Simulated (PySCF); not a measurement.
## PH⁺: energy against distance

Set-up: P cc-pV(D+d)Z, H cc-pVDZ; no relativity (PySCF 2.14). Energies in eV from P⁺ + H in their ground configurations at the same level. State: ²Π (doublet), unpaired electrons π ↑.

All columns are UHF. A positive dipole points towards H; it is taken about the centre of mass and depends on that origin.

| R (Å) | E (eV) | μ (D) | Mulliken charge on P (basis-dependent) | HOMO (eV) | LUMO (eV) | Mayer bond order | ⟨S²⟩ |
| --- | --- | --- | --- | --- | --- | --- | --- |
| 1.240 | -1.952 | 1.02 | 0.94 | -19.30 | -8.99 | 0.95 | 0.76 |
| 1.298 | -2.239 | 1.02 | 0.91 | -19.28 | -8.97 | 0.95 | 0.76 |
| 1.355 | -2.392 | 1.02 | 0.89 | -19.26 | -8.96 | 0.95 | 0.76 |
| 1.399 | -2.437 | 1.02 | 0.87 | -19.24 | -8.95 | 0.95 | 0.76 |
| 1.442 | -2.435 | 1.02 | 0.86 | -19.23 | -8.93 | 0.95 | 0.76 |
| 1.485 | -2.393 | 1.03 | 0.85 | -19.22 | -8.92 | 0.95 | 0.76 |
| 1.543 | -2.290 | 1.05 | 0.84 | -19.21 | -8.91 | 0.95 | 0.76 |
| 1.615 | -2.101 | 1.07 | 0.83 | -19.19 | -8.89 | 0.95 | 0.76 |
| 1.702 | -1.816 | 1.12 | 0.82 | -19.18 | -8.87 | 0.95 | 0.77 |
| 1.817 | -1.384 | 1.19 | 0.81 | -19.16 | -8.85 | 0.92 | 0.79 |

A fit through these points gives, at Re = 1.418 Å, μ = 1.02 D and dμ/dR = 0.106 D/Å; the reduced mass is 0.9761 u.

How strong is the fundamental in the double-harmonic approximation, I = 42.26·(dμ/dR)²/μred km/mol?

I = 42.26·(0.106)²/0.9761 = 0.486 km/mol at UHF.

For an ion De counts to the pair picked by the measured ionisation energies or electron affinities, which need not be the lowest pair at this level. Hartree–Fock leaves out correlation, which carries a large part of most bond energies and some tenths to 1 eV of ionisation energies. The state is the lowest determinant that a PBE0 search found; another state may lie lower at other levels.
